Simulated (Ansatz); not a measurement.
# H6Si2: the cost of one run

Method: RKS PBE-D4/def2-SVP, in Ansatz 0.2.0.

**1. The structure to begin with**

Bond lengths: Si1–H2 1.460 Å, Si1–H3 1.460 Å, Si1–H4 1.459 Å, Si1–Si5 2.218 Å, Si5–H6 1.460 Å, Si5–H7 1.460 Å, Si5–H8 1.460 Å. Angles: H2–Si1–H3 109.5°, H2–Si1–H4 109.5°, H2–Si1–Si5 109.5°, H3–Si1–H4 109.5°, H3–Si1–Si5 109.5°, H4–Si1–Si5 109.5°, Si1–Si5–H6 109.5°, Si1–Si5–H7 109.5°, Si1–Si5–H8 109.5°, H6–Si5–H7 109.4°, H6–Si5–H8 109.4°, H7–Si5–H8 109.4°.

Coordinates:

```xyz
8

Si    0.0000    0.0000    0.0000
H     0.0000    0.0000    1.4600
H     1.3768    0.0000   -0.4862
H    -0.6877    1.1914   -0.4862
Si   -1.0456   -1.8115   -0.7393
H    -1.7029   -2.4846    0.3772
H    -2.0454   -1.4265   -1.7311
H    -0.0777   -2.7173   -1.3511
```

**2. Preparing the start**

input.yaml

```yaml
crystal:
  periodic: [false, false, false]
  atoms:
    - { symbol: Si, position_ang: [0.0, 0.0, 0.0] }
    - { symbol: H, position_ang: [0.0, 0.0, 1.46] }
    - { symbol: H, position_ang: [1.3768, 0.0, -0.4862] }
    - { symbol: H, position_ang: [-0.6877, 1.1914, -0.4862] }
    - { symbol: Si, position_ang: [-1.0456, -1.8115, -0.7393] }
    - { symbol: H, position_ang: [-1.7029, -2.4846, 0.3772] }
    - { symbol: H, position_ang: [-2.0454, -1.4265, -1.7311] }
    - { symbol: H, position_ang: [-0.0777, -2.7173, -1.3511] }
basis:
  gaussian: { orbitals: def2-SVP }
hamiltonian:
  xc: pbe
  dispersion: d4
relax:
  f_tol: 0.02
  max_steps: 40
```

The run is started by

```console
$ ansatz run input.yaml --threads 1 --pin off --max-ram 2048MiB --backend cpu --events-out ev --progress --plain --runs-dir out
```

What time and memory should one allow on 1 thread of Arm Neoverse V1, shared host?

About 21 s, with a peak of 0.11 GiB.
